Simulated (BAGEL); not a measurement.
# SiO (SMILES O=[Si]): CASPT2(10,8)/def2-TZVPPD (density fitting with cc-pvqz-jkfit)

What is the vertical singlet–triplet gap of SiO at CASPT2(10,8)/def2-TZVPPD (density fitting with cc-pvqz-jkfit)? 

The results are computed with BAGEL 1.2.2.

5 further runs of the same task are left out: 5 set aside as unsound or not needed.

## Step 1: Starting point

SiO has 2 atoms, charge 0, and is taken as a singlet. SMILES: `O=[Si]`. Geometry: relaxed at PBE0-D4/def2-TZVP.

Bond lengths: O1–Si2 1.509 Å.

## Step 2: A single-point energy at CASPT2(10,8)/def2-TZVPPD (density fitting with cc-pvqz-jkfit)

File caspt2.json:

```json
{ "bagel" : [

{
  "title" : "molecule",
  "basis" : "def2-tzvppd.json",
  "df_basis" : "cc-pvqz-jkfit",
  "angstrom" : true,
  "geometry" : [
    { "atom" : "O", "xyz" : [   -0.640700,    0.231500,   -0.324000 ] },
    { "atom" : "Si", "xyz" : [    0.640700,   -0.231500,    0.324000 ] }
  ]
},
{
  "title" : "hf"
},
{
  "title" : "casscf",
  "nstate" : 1,
  "nact" : 8,
  "nclosed" : 6,
  "maxiter" : 200,
  "natocc" : true
},
{
  "title" : "print",
  "file" : "orbitals.molden",
  "orbitals" : true
},
{
  "title" : "smith",
  "method" : "caspt2",
  "ms" : true,
  "xms" : true,
  "sssr" : true,
  "shift" : 0.0,
  "ncore" : 6
}

]}
```

The basis set def2-TZVPPD is read from a file made from the Basis Set Exchange's data (not shown).

Started as:

```console
$ BAGEL_NUM_THREADS=1 BAGEL caspt2.json > caspt2.out
```

Output:

```text
* using 1 threads per process

  ===============================================================
  ===============================================================

  *** Geometry ***

  { "atom" : "O", "xyz" : [     -1.210748,      0.437472,     -0.612271 ] },
  { "atom" : "Si", "xyz" : [      1.210748,     -0.437472,      0.612271 ] },

  Number of auxiliary basis functions:      254

  Since a DF basis is specified, we compute 2- and 3-index integrals:
    o Being stored without compression. Storage requirement is 0.016 GB

  Number of basis functions:       88
  Number of electrons      :       22

    * METHOD: MOLECULE                             0.07

  *** RHF ***

  === Nuclear Repulsion ===
    39.2833323512

      * DIIS with orbital gradients will be used.

  === RHF iteration (def2-tzvppd.json) ===
      0       -363.34157435          0.04379081           0.01
      1       -362.76855689          0.07156345           0.02
      2       -363.83690345          0.00298753           0.02
      3       -363.84176457          0.00089527           0.02
      4       -363.84230501          0.00022352           0.02
      5       -363.84234134          0.00006093           0.02
      6       -363.84234432          0.00001980           0.02
      7       -363.84234468          0.00000429           0.02
      8       -363.84234470          0.00000146           0.02
      9       -363.84234470          0.00000081           0.02
     10       -363.84234470          0.00000012           0.02
     11       -363.84234470          0.00000003           0.02
     12       -363.84234470          0.00000001           0.02
    * SCF iteration converged.

    * Permanent dipole moment:
           (   -1.241873,     0.448718,    -0.628011) a.u.

    * METHOD: HF                                   0.28

  ---------------------------
      CASSCF calculation
  ---------------------------

    * nstate   :      1
    * nclosed  :      6
    * nact     :      8
    * nvirt    :     74
  === CASSCF iteration (def2-tzvppd.json) ===

    * Using the second-order algorithm

      0  0      -363.86126080     3.41e-03      0.04

      1  0      -363.90880135     4.86e-03      0.16

      2  0      -363.94024916     2.96e-03      0.14

      3  0      -363.95643742     9.01e-04      0.16

      4  0      -363.96006374     8.25e-04      0.18

      5  0      -363.96199086     7.29e-04      0.18

      6  0      -363.96321116     5.85e-04      0.19

      7  0      -363.96386515     4.34e-04      0.19

      8  0      -363.96415550     2.99e-04      0.19

      9  0      -363.96426801     1.95e-04      0.19

     10  0      -363.96430821     1.22e-04      0.19

     11  0      -363.96432194     7.37e-05      0.19

     12  0      -363.96432652     4.39e-05      0.19

     13  0      -363.96432803     2.57e-05      0.20

     14  0      -363.96432852     1.49e-05      0.20

     15  0      -363.96432868     8.62e-06      0.20

     16  0      -363.96432873     4.95e-06      0.20

     17  0      -363.96432875     2.83e-06      0.20

     18  0      -363.96432875     1.62e-06      0.20

     19  0      -363.96432876     9.24e-07      0.21

     20  0      -363.96432876     5.27e-07      0.20

     21  0      -363.96432876     3.00e-07      0.19

     22  0      -363.96432876     1.71e-07      0.20

     23  0      -363.96432876     9.73e-08      0.20

     24  0      -363.96432876     5.54e-08      0.19

     25  0      -363.96432876     3.15e-08      0.17

     26  0      -363.96432876     1.79e-08      0.17

     27  0      -363.96432876     1.02e-08      0.16

     28  0      -363.96432876     5.81e-09      0.16

    * Second-order optimization converged. *

     guess   0:   closed 11111...             open ........

  === FCI iteration ===

      0  0      -363.83815592     9.70e-03      0.00
      1  0      -363.95208385     3.47e-03      0.00
      2  0      -363.96299191     1.12e-03      0.00
      3  0      -363.96415488     3.83e-04      0.00
      4  0      -363.96431767     1.06e-04      0.00
      5  0      -363.96432824     2.35e-05      0.00
      6  0      -363.96432872     5.65e-06      0.00
      7  0      -363.96432875     1.63e-06      0.00
      8  0      -363.96432876     5.09e-07      0.00
      9  0      -363.96432876     1.48e-07      0.00
     10  0      -363.96432876     3.50e-08      0.00
     11  0      -363.96432876     8.54e-09      0.00
     12  0      -363.96432876     2.10e-09      0.00
     13  0      -363.96432876     4.81e-10      0.00
     14  0      -363.96432876     1.13e-10      0.00
     15  0 *    -363.96432876     2.78e-11      0.00

     * ci vector, state   0, <S^2> = 0.0000
       22222...    -0.9708601420
       2222.2..     0.0979531782
       222.2.2.     0.0979531782
       222abab.    -0.0672004349
       222baba.    -0.0672004349
       22.22..2     0.0580608741

    * METHOD: CASSCF                               5.33

    * METHOD: PRINT                                0.02

  === SMITH program ===

    * freezing 6 orbitals

    * Approximate memory requirement for SMITH calulation per MPI process:
      o Storage requirement for T-amplitude, lambda, and residual is 0.01 GB
      o Storage requirement for MO integrals is 0.00 GB
    * Calculating and saving rdm4f

    * Zeroth order energy : state  0       -6.6564491401

    * CASPT2 iteration is performed using redundant basis

      ---- iteration ----

        0    -0.20049892     0.01053474      0.13
        1    -0.20425634     0.00202128      0.14
        2    -0.20450769     0.00038558      0.14
        3    -0.20451407     0.00007543      0.14
        4    -0.20451437     0.00001402      0.14
        5    -0.20451438     0.00000276      0.14
        6    -0.20451438     0.00000048      0.14

      -------------------

    * CASPT2 energy : state  0     -364.1688431337
        reference weight              0.9431888334

    * METHOD: SMITH                                1.98

  ===============================================================
```

Run time: 7.8 s. Hardware: 1 thread of Arm Neoverse V1, shared host; peak memory 0.22 GiB.

## Step 3: The triplet at the same level

File job.json:

```json
{ "bagel": [

{
  "title": "molecule",
  "basis": "def2-tzvppd.json",
  "df_basis": "cc-pvqz-jkfit",
  "angstrom": true,
  "geometry": [
    { "atom": "O", "xyz": [   -0.640700,    0.231500,   -0.324000 ] },
    { "atom": "Si", "xyz": [    0.640700,   -0.231500,    0.324000 ] }
  ]
},
{ "title": "hf" },
{ "title": "casscf", "nstate": 1, "nact": 8, "nclosed": 6, "nspin": 2, "maxiter": 200, "natocc": true },
{ "title": "print", "file": "orbitals.molden", "orbitals": true },
{ "title": "smith", "method": "caspt2", "ms": true, "xms": true, "sssr": true, "shift": 0.0, "ncore": 6 }

]}
```

The basis set def2-TZVPPD is read from a file made from the Basis Set Exchange's data (not shown).

Started as:

```console
$ BAGEL_NUM_THREADS=1 BAGEL job.json > job.out
```

Output:

```text
* using 1 threads per process

  ===============================================================
  ===============================================================

  *** Geometry ***

  { "atom" : "O", "xyz" : [     -1.210748,      0.437472,     -0.612271 ] },
  { "atom" : "Si", "xyz" : [      1.210748,     -0.437472,      0.612271 ] },

  Number of auxiliary basis functions:      254

  Since a DF basis is specified, we compute 2- and 3-index integrals:
    o Being stored without compression. Storage requirement is 0.016 GB

  Number of basis functions:       88
  Number of electrons      :       22

    * METHOD: MOLECULE                             0.07

  *** RHF ***

  === Nuclear Repulsion ===
    39.2833323512

      * DIIS with orbital gradients will be used.

  === RHF iteration (def2-tzvppd.json) ===
      0       -363.34157435          0.04379081           0.01
      1       -362.76855689          0.07156345           0.02
      2       -363.83690345          0.00298753           0.02
      3       -363.84176457          0.00089527           0.02
      4       -363.84230501          0.00022352           0.02
      5       -363.84234134          0.00006093           0.02
      6       -363.84234432          0.00001980           0.02
      7       -363.84234468          0.00000429           0.02
      8       -363.84234470          0.00000146           0.02
      9       -363.84234470          0.00000081           0.02
     10       -363.84234470          0.00000012           0.02
     11       -363.84234470          0.00000003           0.02
     12       -363.84234470          0.00000001           0.02
    * SCF iteration converged.

    * Permanent dipole moment:
           (   -1.241873,     0.448718,    -0.628011) a.u.

    * METHOD: HF                                   0.27

  ---------------------------
      CASSCF calculation
  ---------------------------

    * nstate   :      1
    * nclosed  :      6
    * nact     :      8
    * nvirt    :     74
  === CASSCF iteration (def2-tzvppd.json) ===

    * Using the second-order algorithm

      0  0      -363.68356429     1.14e-02      0.03

      1  0      -363.74343635     4.37e-03      0.15

      2  0      -363.75751793     2.13e-03      0.15

      3  0      -363.77635331     1.28e-03      0.14

      4  0      -363.78222746     7.45e-04      0.16

      5  0      -363.78489813     7.41e-04      0.17

      6  0      -363.78668503     6.16e-04      0.17

      7  0      -363.78762626     4.33e-04      0.18

      8  0      -363.78800011     2.69e-04      0.17

      9  0      -363.78812257     1.56e-04      0.18

     10  0      -363.78815917     8.87e-05      0.18

     11  0      -363.78816976     4.98e-05      0.18

     12  0      -363.78817279     2.77e-05      0.17

     13  0      -363.78817366     1.53e-05      0.18

     14  0      -363.78817391     8.42e-06      0.18

     15  0      -363.78817398     4.59e-06      0.17

     16  0      -363.78817400     2.49e-06      0.17

     17  0      -363.78817400     1.35e-06      0.17

     18  0      -363.78817401     7.26e-07      0.17

     19  0      -363.78817401     3.91e-07      0.17

     20  0      -363.78817401     2.10e-07      0.16

     21  0      -363.78817401     1.12e-07      0.17

     22  0      -363.78817401     6.02e-08      0.16

     23  0      -363.78817401     3.22e-08      0.15

     24  0      -363.78817401     1.73e-08      0.15

     25  0      -363.78817401     9.24e-09      0.15

    * Second-order optimization converged. *

     guess   0:   closed 1111....             open ....11..

  === FCI iteration ===

      0  0      -363.70142920     8.79e-03      0.00
      1  0      -363.77736928     3.54e-03      0.00
      2  0      -363.78655573     1.30e-03      0.00
      3  0      -363.78804337     3.67e-04      0.00
      4  0      -363.78815278     1.20e-04      0.00
      5  0      -363.78817001     5.16e-05      0.00
      6  0      -363.78817316     2.39e-05      0.00
      7  0      -363.78817384     1.07e-05      0.00
      8  0      -363.78817397     5.83e-06      0.00
      9  0      -363.78817400     2.17e-06      0.00
     10  0      -363.78817401     8.97e-07      0.00
     11  0      -363.78817401     3.67e-07      0.00
     12  0      -363.78817401     1.02e-07      0.00
     13  0      -363.78817401     3.81e-08      0.00
     14  0      -363.78817401     1.28e-08      0.00
     15  0      -363.78817401     3.52e-09      0.00
     16  0      -363.78817401     1.14e-09      0.00
     17  0      -363.78817401     4.75e-10      0.00
     18  0      -363.78817401     2.18e-10      0.00
     19  0 *    -363.78817401     7.98e-11      0.00

     * ci vector, state   0, <S^2> = 2.0000
       2222aa..    -0.9716428131
       222.aa2.     0.1174778848
       22ab2aa.     0.0846643323
       22aa2ab.    -0.0577415538
       22a2ba.a    -0.0507953730
       22abaaab    -0.0503702214
       2a2ba2a.    -0.0501226130

    * METHOD: CASSCF                               4.25

    * METHOD: PRINT                                0.02

  === SMITH program ===

    * freezing 6 orbitals

    * Approximate memory requirement for SMITH calulation per MPI process:
      o Storage requirement for T-amplitude, lambda, and residual is 0.01 GB
      o Storage requirement for MO integrals is 0.00 GB
    * Calculating and saving rdm4f

    * Zeroth order energy : state  0       -6.1186918440

    * CASPT2 iteration is performed using redundant basis

      ---- iteration ----

        0    -0.23363778     0.00867433      0.13
        1    -0.23605229     0.00111017      0.13
        2    -0.23618197     0.00024418      0.13
        3    -0.23618623     0.00004155      0.14
        4    -0.23618646     0.00001169      0.14
        5    -0.23618647     0.00000209      0.14
        6    -0.23618647     0.00000061      0.14

      -------------------

    * CASPT2 energy : state  0     -364.0243604780
        reference weight              0.9283641072

    * METHOD: SMITH                                1.95

  ===============================================================
```

Run time: 6.9 s. Hardware: 1 thread of Arm Neoverse V1, shared host; peak memory 0.16 GiB.

## Step 4: Outcome

Level: CASPT2(10,8)/def2-TZVPPD (density fitting with cc-pvqz-jkfit), 6 core orbitals frozen.

| quantity | value |
| --- | --- |
| singlet: total energy | -364.16884 Eh |
| triplet: total energy | -364.02436 Eh |
| vertical energy of the triplet above the singlet | 3.932 eV |

In words: At this shape the triplet lies 3.93 eV (379 kJ/mol) above the singlet.
